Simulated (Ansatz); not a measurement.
We consider rutile CrO₂, described by PBE (Ansatz, a quantum-chemistry and plane-wave program, PAW).

Numerical settings: plane-wave cutoff 520 eV, 14×14×22 k mesh (along the axes of the cell as run), Fermi–Dirac smearing 0.026 eV (set by the program), spin-polarised with parallel moments, scalar-relativistic PAW data made under PBE.

Computed at the level's own relaxed cell.

Elastic tensor (GPa, Voigt notation, ions relaxed):

```
  298.2   201.4   163.4     0.0     0.0     0.0
  201.4   298.2   163.4     0.0     0.0     0.0
  163.4   163.4   466.8     0.0     0.0     0.0
    0.0     0.0     0.0   132.4     0.0     0.0
    0.0     0.0     0.0     0.0   132.4     0.0
    0.0     0.0     0.0     0.0     0.0   217.6
```

Problem. Work out the Voigt, Reuss and Hill averages of the bulk and shear moduli, Young's modulus and Poisson's ratio from the printed constants.

Solution. K_V = [C11 + C22 + C33 + 2(C12 + C13 + C23)]/9 = [1063.2 + 2 × 528.2]/9 = 235.5 GPa. G_V = [1063.2 − 528.2 + 3 × 482.4]/15 = 132.1 GPa. From the compliances S = C⁻¹, K_R = 230.6 and G_R = 103.7 GPa. Hill means: K = 233.1, G = 117.9 GPa. E = 9KG/(3K + G) = 303 GPa, ν = (3K − 2G)/(6K + 2G) = 0.28, K/G = 1.98.

Static lattice: no zero-point or thermal effects.
